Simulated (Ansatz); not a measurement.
C2H3O (SMILES C[C]=O) moved off its minimum; all values from Ansatz (a program for electronic structure), cores frozen in correlated methods. Open shells are unrestricted.
(charge 0, multiplicity 2)
```xyz
6

C     -1.13966     0.13799     0.12282
C      0.24902    -0.36310     0.15956
O      1.24556     0.09180    -0.23256
H     -1.55475     0.30069     1.08857
H     -1.77033    -0.67671    -0.37528
H     -1.21246     1.06480    -0.52176
```

Give the forces (eV/Å), the total energy and the dipole at CCSD(T)/cc-pVTZ.


```
atom      Fx      Fy      Fz
----  ------  ------  ------
C1    -1.465  -0.013  -2.667
C2    -1.074  -1.447   1.286
O3     1.866   1.047  -0.912
H4    -0.131   0.128   0.881
H5     0.773   1.047   0.678
H6     0.032  -0.761   0.733
```
Energy -152.9306 hartree, dipole 2.35 D.
